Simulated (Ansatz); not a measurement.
The first iterations of a band of CH$_{5}$OSi (8 atoms, charge 0, multiplicity 2).

Method: UKS PBE0/6-31G* in Ansatz.

```json
{"movable images": "9", "climbing image": "yes", "spring": "5.0 eV/Å²", "optimiser": "quadratic models (default)", "start path": "through a guess of the saddle point", "force threshold": "0.05 eV/Å", "iteration limit": "48", "end points": "relaxed"}
```

Initial state:

```xyz
8
Properties=species:S:1:pos:R:3
C -0.538 0.733 -0.420
Si 0.465 -0.620 0.393
O 2.030 -0.765 -0.186
H -0.587 0.588 -1.504
H -1.561 0.732 -0.026
H -0.108 1.721 -0.226
H 0.449 -0.466 1.877
H -0.057 -1.978 0.037
```

Final state:

```xyz
8
Properties=species:S:1:pos:R:3
C -0.630 0.861 -0.415
Si -0.125 -0.727 0.446
O 1.287 -1.238 -0.292
H -0.857 0.686 -1.471
H -1.518 1.290 0.061
H 0.181 1.598 -0.358
H 0.095 -0.470 1.914
H 1.659 -2.056 0.059
```

| iteration | highest image above the first end (eV) | largest band force component (eV/Å) |
| --- | --- | --- |
| 1 | 2.502 | 10.617 |
| 2 | 1.277 | 3.296 |

Q: Does the band converge within its limit, and where does its top end?

A: The run converged. It ended after 8 iterations with the highest image 0.952 eV above the first end. A vibrational analysis at the climbing image gives one clearly imaginary mode, 1673i cm⁻¹: a first-order saddle point.

Run time: 3.6 min on 1 thread of Arm Neoverse V2, with other jobs on the host, peak memory 0.14 GiB.
